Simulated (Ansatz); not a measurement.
# C3H10Si: one species, many methods

One table from this session's results is given with a row withheld; the runs are named, their logs left out.

Program: Ansatz 0.2.0, Gaussian basis. Level of theory: functionals in def2-TZVPP, the program's frozen cores in correlated methods. These are calculated values, not measurements.

Levels to be run: LDA (SPW92), PBE-D4, revPBE-D4, BLYP-D4, r2SCAN-D4, B97M-V, PBE0-D4, B3LYP-D4, r2SCANh-D4, r2SCAN0-D4, HSE06-D4, BHLYP-D4, CAM-B3LYP-D4, LC-ωPBE, ωB97X-V, ωB97M-V, B2PLYP, PBE-QIDH; CCSD(T)/def2-SVP; CCSD(T)/def2-TZVPP; MP2/def2-QZVPP; extrapolation to the limit; RPA on PBE.

**Structure used throughout**

An earlier PBE0-D4 in a triple-zeta def2 set relaxation fixed the geometry.

14 atoms, charge 0, spin multiplicity 1.

Atoms are counted from 1 here; the program's logs count them from 0.

Bond lengths: C1–C2 1.526 Å, C1–H5 1.093 Å, C1–H6 1.095 Å, C1–H7 1.094 Å, C2–C3 1.526 Å, C2–Si4 1.884 Å, C2–H8 1.098 Å, C3–H9 1.094 Å, C3–H10 1.093 Å, C3–H11 1.095 Å, Si4–H12 1.489 Å, Si4–H13 1.490 Å, Si4–H14 1.489 Å. Angles: C2–C1–H5 112.1°, C2–C1–H6 110.9°, C2–C1–H7 111.1°, H5–C1–H6 107.7°, H5–C1–H7 107.6°, H6–C1–H7 107.3°, C1–C2–C3 111.4°, C1–C2–Si4 111.1°, C1–C2–H8 108.5°, C3–C2–Si4 111.1°, C3–C2–H8 108.5°, Si4–C2–H8 106.1°, C2–C3–H9 111.1°, C2–C3–H10 112.1°, C2–C3–H11 110.9°, H9–C3–H10 107.6°, H9–C3–H11 107.3°, H10–C3–H11 107.7° and more.

The first run:

Contents of in.yaml:

```yaml
crystal:
  periodic: [false, false, false]
  atoms:
    - {symbol: C, position_ang: [-0.718018, 0.934386, -0.956339]}
    - {symbol: C, position_ang: [-0.355039, 0.100900, 0.269473]}
    - {symbol: C, position_ang: [0.763771, 0.753641, 1.076462]}
    - {symbol: Si, position_ang: [0.100059, -1.660352, -0.219162]}
    - {symbol: H, position_ang: [-1.545734, 0.497142, -1.520328]}
    - {symbol: H, position_ang: [-1.012081, 1.948291, -0.666098]}
    - {symbol: H, position_ang: [0.134377, 1.025663, -1.636768]}
    - {symbol: H, position_ang: [-1.243250, 0.018745, 0.909630]}
    - {symbol: H, position_ang: [1.680120, 0.836417, 0.483713]}
    - {symbol: H, position_ang: [1.004190, 0.186454, 1.979156]}
    - {symbol: H, position_ang: [0.483532, 1.766218, 1.384482]}
    - {symbol: H, position_ang: [0.408903, -2.480613, 0.984931]}
    - {symbol: H, position_ang: [1.302864, -1.647104, -1.099241]}
    - {symbol: H, position_ang: [-1.016696, -2.308987, -0.960910]}
basis:
  gaussian: {orbitals: def2-TZVPP}
hamiltonian: {xc: lda}
output: {orbitals: {seedname: orbitals}}
```

Steps of the session up to this table: LDA; PBE-D4 (GGA); revPBE-D4 (GGA); BLYP-D4 (GGA); r2SCAN-D4 (meta-GGA); B97M-V (meta-GGA); PBE0-D4 (hybrid); B3LYP-D4 (hybrid); r2SCANh-D4 (hybrid); r2SCAN0-D4 (hybrid); HSE06-D4 (hybrid); BHLYP-D4 (hybrid); CAM-B3LYP-D4 (range-separated); LC-ωPBE (range-separated); ωB97X-V (range-separated); ωB97M-V (range-separated); B2PLYP (double hybrid); PBE-QIDH (double hybrid).

One table of the session follows, with a row left open; its other results are not shown here.

It belongs to the step «Orbital energies across the functionals». 

```
  functional  HOMO (eV)  LUMO (eV)  gap (eV)
 LDA (SPW92)      -6.95      -0.35      6.60
      PBE-D4      -6.88      -0.11      6.77
   revPBE-D4      -6.85       0.00      6.85
     BLYP-D4          ?          ?         ?
   r2SCAN-D4      -7.13       0.40      7.52
      B97M-V      -7.29      -0.02      7.26
     PBE0-D4      -8.13       0.70      8.82
    B3LYP-D4      -7.94       0.44      8.38
  r2SCANh-D4      -7.59       0.65      8.24
  r2SCAN0-D4      -8.29       1.02      9.31
    HSE06-D4      -7.73       0.32      8.05
    BHLYP-D4      -9.32       1.41     10.73
CAM-B3LYP-D4      -9.50       1.56     11.06
     LC-ωPBE     -10.82       2.77     13.59
     ωB97X-V     -10.49       2.59     13.08
     ωB97M-V     -10.35       2.22     12.57
```

Q: Estimate the row for BLYP-D4 from the others.

Worked estimate for «HOMO (eV)». Against the share of exact exchange, B3LYP-D4 (0.2, -7.94), BHLYP-D4 (0.5, -9.32) give a slope of -4.60 per unit share; at 0 the line stands at -7.02.

The run gave: HOMO (eV): -6.79; LUMO (eV): -0.03; gap (eV): 6.76. In «HOMO (eV)» the line misses by -0.23.
